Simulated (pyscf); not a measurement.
F–N•–F + F atom (F•) -> :N–F [triplet] + fluorine (F–F), an atom transfer (triplet surface; F–N broken, F–F formed). Optimised with ωB97X-D3(BJ)/def2-SVP in PySCF. MP2 and CC: frozen core, UHF for open shells. ΔMP2 is the change of the MP2 total energy from the triple- to the quadruple-zeta basis. Energies in kcal/mol from the separated reactants.

Small-basis levels: PySCF, no dispersion term, spherical d functions. AM1 to PM7: differences of heats of formation from MOPAC. Open shells are spin-unrestricted. 

```json
[
 {"level": "SVWN5/6-31G*", "barrier": "13.5", "reaction energy": "+22.8"},
 {"level": "BP86/6-31G*", "barrier": "20.4", "reaction energy": "+24.7"},
 {"level": "PBE/6-31G*", "barrier": "20.1", "reaction energy": "+25.1"},
 {"level": "B3LYP/STO-3G", "barrier": "14.4", "reaction energy": "-2.9"},
 {"level": "B3LYP/3-21G", "barrier": "11.7", "reaction energy": "+14.6"},
 {"level": "B3LYP/LANL2DZ", "barrier": "21.6", "reaction energy": "+24.7"},
 {"level": "M06-2X/6-31G*", "barrier": "43.7", "reaction energy": "+30.8"},
 {"level": "PBE/def2-SVP", "barrier": "22.6", "reaction energy": "+26.5"},
 {"level": "PM7", "barrier": "…", "reaction energy": "+12.7"},
 {"level": "CCSD(T)/def2-TZVPP + ΔMP2(QZVPP)", "barrier": "…", "reaction energy": "+29.8"}
]
```

Task: Complete the blanks.

Result: 
- PM7, barrier: 36.6
- CCSD(T)/def2-TZVPP + ΔMP2(QZVPP), barrier: 44.0

Against the last row the barrier runs from -32.3 (B3LYP/3-21G) to -0.3 kcal/mol (M06-2X/6-31G*). At SVWN5/6-31G*, BP86/6-31G*, PBE/6-31G*, B3LYP/3-21G, B3LYP/LANL2DZ, PBE/def2-SVP this geometry lies under one side, so the entry may be no barrier of that level: it is a single point on another level's saddle. CCSD(T)/def2-TZVPP + ΔMP2(QZVPP) has limits of its own. F–N•–F + F• also meet on a surface of lower spin, which isn't treated here. This is the saddle that the search found; another between the same sides may lie lower. The angle at the transferred F is 173°. The CCSD(T) − MP2 part came from Ansatz, without density fitting, on the same reference. An unrestricted DFT solution here is markedly spin-contaminated. An open-shell T1 diagnostic exceeds 0.045. A UHF reference is spin-contaminated (<S²> up to 2.64), which harms MP2 most. Left out: the spin-orbit lowering of F.
